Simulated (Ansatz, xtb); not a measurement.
**Ligand exchange: CH2ClF + BH(CH3)(OH) → CH3FO + BH(CH3)Cl**

Species: CH2ClF (chlorofluoromethane) `FCCl`, singlet; BH(CH3)(OH), singlet; CH3FO `OCF`, singlet; BH(CH3)Cl, singlet. The partners trade Cl for OH: C–Cl and B–OH bonds give way to C–OH and B–Cl.

Shapes, held fixed at every level: PBE0-D4/def2-TZVP. Flexible molecules stand in one conformer, not always the lowest. Programs: Ansatz 0.2.0, xtb 6.7.1. The zero-point and thermal change to 298 K, harmonic and unscaled (PBE0-D4/def2-TZVP), is +0.1 kJ/mol.

**Question.** Estimate ΔH(298 K) of this reaction.

**Answer.** The highest level, CCSD(T)/CBS estimate, gives ΔH(298 K) = +33.3 kJ/mol; the levels span +0.7 to +33.5. The column of differences is taken from that level and isn't an error. No measured value is set beside it here. The CBS estimate extrapolates MP2 from def2-TZVPP and def2-QZVPP and adds CCSD(T) − MP2 in the triple-zeta set, cores frozen.

| level | kind | ΔH(298 K) (kJ/mol) | less CCSD(T)/CBS estimate |
| --- | --- | --- | --- |
| GFN0-xTB | semi-empirical | +0.7 | -32.6 |
| SPW92/def2-TZVPP | LDA | +33.5 | +0.2 |
| PBE0-D4/def2-TZVPP | global hybrid | +29.9 | -3.4 |
| wB97X-V/def2-TZVPP | range-separated hybrid | +30.4 | -2.9 |
| MP2/def2-SVP | perturbation theory | +26.6 | -6.7 |
| MP2/def2-TZVPP | perturbation theory | +31.5 | -1.8 |
| CCSD/def2-TZVPP | coupled cluster or CI | +30.4 | -2.9 |
| CCSD(T)/CBS estimate | coupled cluster or CI | +33.3 | 0.0 |
